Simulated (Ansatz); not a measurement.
Two isomers of C4H6O2: A = `C=COC(C)=O`, B = `C=CCOC=O`.

Computed with Ansatz on PBE0-D4/def2-TZVP structures; ΔE is electronic, products minus reactants. CBS: MP2 limit from def2 TZ/QZ plus the TZ coupled-cluster correction, frozen cores. DFT in def2-TZVPP. B3LYP here is the variant with VWN-RPA as its local correlation; programs differ in this. One conformer a species, not always the lowest.

Task: Which isomer does CCSD(T)/CBS put lower? Give the gap. (Best estimate.)

Result: Computed: A, by 7.5 kcal/mol.

Task: Give E(B) − E(A) in kcal/mol with HF/def2-TZVPP, ωB97M-V, BLYP-D4, PBE-D4, B2PLYP, MP2/def2-TZVPP, B3LYP-D4. (Best estimate.)

Result: Ansatz gave: HF/def2-TZVPP 7.7, ωB97M-V 8.5, BLYP-D4 8.3, PBE-D4 9.1, B2PLYP 8.0, MP2/def2-TZVPP 7.4, B3LYP-D4 8.6. None reverses the order clearly.

Task: Does the order hold for the free energy at 298.15 K (harmonic terms from PBE0-D4)? (Best estimate.)

Result: The calculation gave: Yes: G(B) − G(A) = +8.4 kcal/mol, for one conformer each. Modes under 60 cm⁻¹, often nearly free rotors, make the harmonic entropy too high.

Largest T1 diagnostic: 0.014.

Leaving LDA and LC-ωPBE aside and taking each functional with its dispersion term where it has one, the values, not all of them listed here, spread over 1.7 kcal/mol, from B2PLYP to r2SCAN-D4. LDA lies +1.7 kcal/mol from PBE without D4.
